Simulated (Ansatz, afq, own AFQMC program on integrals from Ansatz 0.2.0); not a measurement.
Two steps: Ansatz 0.2.0 writes the Fock matrix and Cholesky factors of the valence space, and afq projects on them the lowest state that overlaps trial and start.

```yaml
crystal:
  periodic: [false, false, false]
  atoms:
    - {symbol: W, position_ang: [0.000000, 0.000000, 0.000000]}
    - {symbol: H, position_ang: [0.000000, 0.000000, 2.059000]}
basis:
  gaussian: {orbitals: def2-TZVP}
total_charge: 1
magnetization: {spin_polarized: true, initial_magnetization: 6}
correlation: {method: ccsd_t, electrons: outside_noble_gas, hamiltonian_folder: ham}
```

```sh
$ ansatz run in.yaml --threads 1 --pin off --events-out ev --progress --plain --max-ram 1843MiB
```

afq runs on the folder ham with

```
--method free --trial cisd --walkers 60 --time-step 0.03 --max-blocks 80 --target-error 0.00029 --factor-cut 1e-05 --seed 3115 --times 0,0.3,0.6,1.2,1.8,2.4,3.6,4.8,6 --taylor-order 8
```

Times are imaginary, in 1/Eh. The walk had a cap of 1168 s. Core potentials past Kr, no spin–orbit coupling.

Output of the walk:

```
orbitals 42  electrons 6 0  factors 318 of 420
reference energy -66.60861124 Eh
CCSD correlation -0.05427305 Eh in 9 cycles, weight of the determinant in the CISD state 0.9696
repeat  energy at the last time / Eh  error
    10  -66.663413  0.000138
    20  -66.663422  0.000091
    30  -66.663495  0.000073
time / (1/Eh)  energy / Eh  error  mean overlap
  0.00  -66.662879  0.000009  1.0314
  0.30  -66.663142  0.000019  1.0368
  0.60  -66.663285  0.000025  1.0365
  1.20  -66.663332  0.000037  1.0494
  1.80  -66.663487  0.000044  1.0248
  2.40  -66.663403  0.000049  1.0388
  3.60  -66.663556  0.000066  1.0272
  4.80  -66.663469  0.000059  1.0387
  6.00  -66.663492  0.000070  1.0339
energy -66.663492 +/- 0.000070 Eh
```

The run passed its tests (error under three times the target), which doesn't prove that it has relaxed.

Against this walk (error 1.9 meV) on the same determinant: CCSD(T) 4.7 meV higher, CCSDT(Q) 0.7 meV higher (within the noise). The error is statistical, and a free projection of finite length keeps a remainder of its start.

Cautions: remainder of the start not in the error; no spin-orbit coupling; outer-core shells of the metal frozen; lower spins were not checked; higher spins were not checked.

The walk took 120 s on 1 thread of Intel(R) Xeon(R) 6975P-C (Granite Rapids), with other jobs on the host. The log's last line is the free-projection energy.

CCSDT and higher add their correlation energy to the determinant of the CCSD(T) run, since their own runs factorise the integrals more tightly (a shift of under 2 meV). A walk keeps the symmetry of its determinant, which the program's search chose and which needn't be the lowest solution, so a lower state of the same spin and another symmetry isn't excluded.
